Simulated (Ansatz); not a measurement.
# Li, bcc: how the functional moves the structure

All rows: Ansatz, plane waves with scalar-relativistic PAW, 420 eV (500 eV for the SCAN forms), relaxed under each functional, no dispersion correction, no zero-point motion. B₀ comes from uniform scaling at fixed shape; a dash is a value not given.

The measured cell (COD entry 9008542) has a = 3.509 Å, 21.61 Å³/atom.

```tsv
functional	V (Å³/atom)	cell	B₀ (GPa)	magnetic state
PBE	20.19	a = 3.431 Å	14	spin not included
r²SCAN	21.00	a = 3.476 Å	13	spin not included
PBEsol	20.17	a = 3.430 Å	14	spin not included
LDA	19.02	a = 3.363 Å	15	spin not included
revPBE	21.14	a = 3.484 Å	13	spin not included
RPBE	21.06	a = 3.479 Å	13	spin not included
BLYP	20.04	a = 3.422 Å	14	spin not included
```

LDA gives the smallest volume and revPBE the largest.
